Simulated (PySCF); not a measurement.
`InChI=1S/C5H10S/c1-4-3-5(2)6-4/h4-5H,3H2,1-2H3/t4-,5-/m0/s1`

Geometry:
```
atom   x (Å)   y (Å)   z (Å)
  C1   2.262  -0.813  -0.128
  C2   0.836  -0.631   0.337
  C3   0.237   0.769   0.156
  C4  -1.026   0.341  -0.602
  C5  -2.315   0.443   0.185
  S6  -0.426  -1.395  -0.772
  H7   2.936  -0.242   0.509
  H8   2.373  -0.470  -1.155
  H9   2.545  -1.863  -0.084
 H10   0.704  -1.026   1.346
 H11   0.026   1.284   1.093
 H12   0.884   1.403  -0.450
 H13  -1.137   0.799  -1.586
 H14  -2.556   1.490   0.367
 H15  -3.133  -0.014  -0.367
 H16  -2.217  -0.066   1.142
```

Level of theory: TDDFT BHandHLYP/def2-SVPD circular dichroism and optical rotation, one conformer, gas phase in PySCF. Geometry: GFN2-xTB.

States above about 7.3 eV (minus the energy of the highest occupied orbital) lie near or above the ionisation threshold and depend on the basis.

Stereocentres: C2 S, C4 S.

(1) Give the optical rotatory dispersion at 633, 589.3, 546, 436, 405, 365, 355 nm.

(2) And for the mirror image at 589.3 nm?

(3) What is the molar rotation [Φ] = [α]·M/100 of the geometry above at 589.3 nm?

## Answers

(1) [α] in deg dm⁻¹ (g/mL)⁻¹:
```
λ (nm)  origin-invariant length gauge  modified velocity gauge  length gauge (centre of mass)  isotropic polarisability (au)
   633                         -318.6                   -308.6                         -319.1                           79.3
 589.3                         -375.9                   -364.4                         -376.5                           79.6
   546                         -450.5                   -437.0                         -451.2                           80.0
   436                         -798.6                   -777.2                         -800.2                           81.5
   405                         -982.2                   -957.3                         -984.2                           82.2
   365                        -1351.3                  -1321.3                        -1354.3                           83.4
   355                        -1483.0                  -1451.7                        -1486.4                           83.7
```

(2) +375.9 deg dm⁻¹ (g/mL)⁻¹ (origin-invariant length gauge): the same size and the opposite sign.

(3) With M = 102.19 g/mol, -384.2 deg cm² dmol⁻¹ (origin-invariant length gauge).

The first excitation lies at 4.72 eV (263 nm) with R = -5.5 × 10⁻⁴⁰ esu² cm² (velocity form).
